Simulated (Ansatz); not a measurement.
Geometry optimisation, RKS PBE0-D4/def2-SVP in Ansatz.

Input file:

```yaml
crystal:
  periodic: [false, false, false]
  atoms:
    - { symbol: B, position_ang: [-0.90609, 0.36067, -0.60818] }
    - { symbol: C, position_ang: [0.33737, 0.07706, 0.30541] }
    - { symbol: "N", position_ang: [0.87147, -1.07035, 0.31493] }
    - { symbol: H, position_ang: [-1.3257, -0.49957, -1.27103] }
    - { symbol: H, position_ang: [-1.38672, 1.42455, -0.6078] }
    - { symbol: H, position_ang: [0.73224, 0.89419, 0.93409] }
    - { symbol: H, position_ang: [1.67742, -1.18656, 0.93258] }
basis:
  gaussian: { orbitals: def2-SVP }
hamiltonian:
  xc: pbe0
  dispersion: d4
relax:
  f_tol: 0.015
  max_steps: 40
output:
  orbitals: {}
```

Launched with:

```bash
$ ansatz run input.yaml --threads 1 --pin off --max-ram 2048MiB --backend cpu --events-out ev --progress --plain --runs-dir out
```

Task: Where does it end, and by what steps?

Result: It converged. After 5 steps the energy has fallen by 0.076 eV; H5 moved furthest, 0.04 Å.

```tsv
step	energy less start (eV)	largest force component (eV/Å)	accepted
0	0.0000	1.324	yes
1	-0.0632	0.542	yes
2	-0.0757	0.099	yes
3	-0.0755	0.081	no
4	-0.0762	0.021	yes
5	-0.0763	0.006	yes
```

```xyz
7
Properties=species:S:1:pos:R:3
B -0.898 0.362 -0.601
C 0.347 0.076 0.313
N 0.863 -1.098 0.298
H -1.332 -0.528 -1.287
H -1.411 1.457 -0.616
H 0.764 0.879 0.954
H 1.667 -1.148 0.938
```

Time of the run: 14 s on 1 thread of Intel(R) Xeon(R) Processor @ 2.70GHz, with other jobs on the host, peak memory 0.14 GiB.
